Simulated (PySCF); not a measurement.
BN: a base run and its variants

Base input, run as `OMP_NUM_THREADS=1 python input.py` with PySCF 2.14:

```python
from pyscf import gto, scf

mol = gto.M(
    atom='B 0 0 0; N 0 0 1.191',
    basis='6-31g*',
    charge=0,
    spin=2,
    symmetry=True,
    verbose=4,
)
mf = scf.UHF(mol)
mf.kernel()
mf.analyze()
print('orbital energies (hartree):', [e[max(0, n-3):n+3].round(4) for e, n in zip(mf.mo_energy, mol.nelec)])
```

Base result: E(SCF) = -78.936318 Eh, 13 cycles, ⟨S²⟩ = 2.005, μz(SCF) = -1.02 D. The bond length is a typed value, not an optimised one. No search for the lowest solution was made.

Run time: 0.94 s on 1 thread of Intel Xeon Platinum 8375C @ 2.90GHz (shared host), peak memory 0.12 GiB.

Each row names what differs from the base; energies in brackets are changes from the base.

| change | result |
| --- | --- |
| geometry: bond 1.191 → bond 1.048 | E(SCF) = -78.862028 Eh (+2.0215 eV), 12 cycles, ⟨S²⟩ = 2.004, μz(SCF) = -0.38 D |
| initial guess: minao → 1e [may be another electronic state] | not converged: SCF after 50 cycles |
| electric field along z (a.u.): none → 0.01; point-group symmetry: on → off | E(SCF) = -78.964434 Eh (-0.7651 eV), 14 cycles, ⟨S²⟩ = 2.028, μz(SCF) = -1.95 D |
| geometry: bond 1.191 → bond 1.108 | E(SCF) = -78.909220 Eh (+0.7374 eV), 12 cycles, ⟨S²⟩ = 2.004, μz(SCF) = -0.64 D |
| functional: none (Hartree–Fock) → slater,; SCF type: UHF → UKS [unsound on purpose] | not converged: SCF after 50 cycles |
| smearing width (hartree): none → 0.005 [smearing does not keep the typed spin] | E(SCF) = -78.878345 Eh (+1.5775 eV), 11 cycles, μz(SCF) = -4.52 D |
| step after the SCF: analyze → gradient | E(SCF) = -78.936318 Eh (+0.0000 eV), 13 cycles, ⟨S²⟩ = 2.005, μz(SCF) = -1.02 D, gradient on the second atom -0.0644 Eh/bohr |
| Cartesian functions: off → on [may be another electronic state] | E(SCF) = -78.973540 Eh (-1.0129 eV), 14 cycles, ⟨S²⟩ = 2.022, μz(SCF) = -2.39 D |
| functional: none (Hartree–Fock) → bp86; SCF type: UHF → UKS | not converged: SCF after 50 cycles |
| spin (2S): 2 → 0 [an earlier cycle lay lower, so not the lowest solution of its kind] | E(SCF) = -78.878345 Eh (+1.5775 eV), μz(SCF) = -4.52 D |
| damping: none → 0.5 [may be another electronic state] | not converged: SCF after 50 cycles |
| step after the SCF: analyze → mp2; frozen orbitals: default → 2 | E(SCF) = -78.936318 Eh (+0.0000 eV), 13 cycles, E(MP2) − E(SCF) = -0.17943 Eh, ⟨S²⟩ = 2.005, μz(SCF) = -1.02 D |
| step after the SCF: analyze → tda; number of roots: default → 6 | E(SCF) = -78.936318 Eh (+0.0000 eV), 13 cycles, ⟨S²⟩ = 2.005, μz(SCF) = -1.02 D, first excitations without spin–orbit coupling 4.88, 4.88, 6.39, 7.19, 7.19 eV |
| geometry: bond 1.191 → bond 1.787 [spin-contaminated] | not converged: SCF after 50 cycles |
| geometry: bond 1.191 → bond 10 [unsound on purpose] [spin-contaminated] | E(SCF) = -78.906980 Eh (+0.7983 eV), ⟨S²⟩ = 3.008, μz(SCF) = 0.00 D |
| step after the SCF: analyze → ccsd(t); frozen orbitals: default → 2 | E(SCF) = -78.936318 Eh (+0.0000 eV), 13 cycles, E(CCSD) − E(SCF) = -0.19849 Eh, (T) = -0.00816 Eh, ⟨S²⟩ = 2.005, μz(SCF) = -1.02 D |
| functional: none (Hartree–Fock) → bhandhlyp; SCF type: UHF → UKS | not converged: SCF after 50 cycles |
| DIIS space: default → 20 | E(SCF) = -78.936318 Eh (+0.0000 eV), 13 cycles, ⟨S²⟩ = 2.005, μz(SCF) = -1.02 D |
| smearing width (hartree): none → 0.2 [unsound on purpose] [smearing does not keep the typed spin] | E(SCF) = -78.092328 Eh (+22.9661 eV), 14 cycles, μz(SCF) = -0.20 D |
| basis set: 6-31g* → aug-cc-pvdz | E(SCF) = -78.948240 Eh (-0.3244 eV), 13 cycles, ⟨S²⟩ = 2.007, μz(SCF) = -1.09 D |
| step after the SCF: analyze → polarizability | E(SCF) = -78.936318 Eh (+0.0000 eV), 13 cycles, ⟨S²⟩ = 2.005, μz(SCF) = -1.02 D, α(xx, yy, zz) = 9.4, 9.4, 16.5 bohr³ |
| step after the SCF: analyze → stability; point-group symmetry: on → off | E(SCF) = -78.972978 Eh (-0.9976 eV), 14 cycles, ⟨S²⟩ = 2.022, μz(SCF) = -2.39 D, internal stable; real -> complex stable; UHF/UKS -> GHF/GKS stable |
| spin-free X2C: off → on [basis contracted without relativity] | E(SCF) = -78.970232 Eh, 13 cycles, ⟨S²⟩ = 2.005, μz(SCF) = -1.02 D |

Question: Order these changes by how far they move the SCF energy from the base, largest first: (1) Cartesian functions: off → on; (2) electric field along z (a.u.): none → 0.01; point-group symmetry: on → off; (3) geometry: bond 1.191 → bond 1.048; (4) geometry: bond 1.191 → bond 1.108.

Answer: (3) +2.0215 eV, (1) -1.0129 eV, (2) -0.7651 eV, (4) +0.7374 eV.
